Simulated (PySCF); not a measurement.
**Structure revision by computed shifts**

A compound C₅H₉F gives the data below (simulated from a calculation) and was assigned the structure `CC(C)=CCF`.

¹³C{¹H} NMR (computed): δ 157.6 (C, d, J = 1.5 Hz), 117.0 (CH2), 92.7 (CH2, d, J = 228.1 Hz), 43.9 (CH2, d, J = 17.5 Hz), 28.1 (CH3).

¹H NMR (400 MHz, computed): δ 5.21 (q, J = 2.0 Hz, 1H), 5.02 (q, J = 1.5 Hz, 1H), 4.87 (dt, J = 53.8, 5.8 Hz, 2H), 2.22 (dt, J = 31.2, 5.8 Hz, 2H), 2.06 (td, J = 1.7, 1.0 Hz, 3H).

- couplings computed with B3LYP/pcJ-1 (spin–dipole term only in couplings to heteroatoms)
- geometry from GFN2-xTB
- shieldings: GIAO PBE0/pcSseg-1
- code: PySCF
- fast rotation and ring inversion assumed for equivalent nuclei, isolated molecule, relativity neglected, single conformer

δ = σ(ref) − σ, references computed at the same level: TMS for ¹H (σref 31.72), ¹³C (σref 186.93).

(1) Compare with the shifts computed for the proposed structure, pairing carbons in order of shift.

(2) Which isomer fits?

## Answers

(1) Numbering as in the mapped SMILES `[CH3:1][C:2]([CH3:3])=[CH:4][CH2:5][F:6]`. Hydrogens are named by the atom that carries them.

```csv
atom,computed for proposal,given list,difference
C2,138.5,157.6,-19.1
C4,132.5,117.0,+15.5
C5,85.5,92.7,-7.2
C1,29.3,43.9,-14.6
C3,19.2,28.1,-8.9
```

The rms difference is 13.8 ppm and the largest -19.1 ppm at C2 (fully substituted alkene carbon). The carbon types in order of shift don't match either: C, CH, CH2, CH3, CH3 for the proposal against C, CH2, CH2, CH2, CH3 in the data. The proposal doesn't fit.

(2) SMILES C=C(C)CCF.

1. Carbon types of the structure: 1 × C, 3 × CH2, 1 × CH3, which accounts for all hydrogens.
2. δC 157.6: fully substituted alkene carbon; as expected for a trigonal carbon in a double bond.
3. δC 117.0: terminal =CH2 carbon; an sp2 carbon of a C=C bond.
4. δC 92.7: sp3 CH2 bonded to F; pulled downfield by the heteroatom.
5. δH 5.21, 5.02: hydrogen on a terminal =CH2 carbon; attached to an sp2 carbon and in the plane of the double bond.
6. The protons at 2.22 and 4.87 share a coupling of 5.8 Hz (vicinal).

The data come from this structure; uniqueness wasn't tested.

C–F couplings over four or more bonds (about 3 Hz to the para carbon of a fluoroarene) are left out. Common functionals overestimate the size of one-bond C–F couplings by tens of Hz; these are unscaled. Multiplet labels drop couplings under 1 Hz and merge nearly equal ones. Unscaled 3J(H,H) at this level run about 10 % above measured values. Shifts are as computed. Against solution values, carbons near 30 ppm lie about +3 ppm off and those near 130 ppm about +5 ppm. Of 1211 compounds with measured shifts, 218 miss one by over three times the rms of a fit or turn the order of signals round; such compounds aren't used in these exercises. Vicinal H,H couplings across rotating CH2–CH2 and CH–CH2 bonds are estimated from the computed gauche and anti values for equal rotamer populations, (2 J gauche + J anti)/3. Vicinal couplings across rotatable single bonds and in flexible rings belong to the one computed conformer; a conformer average would change them.
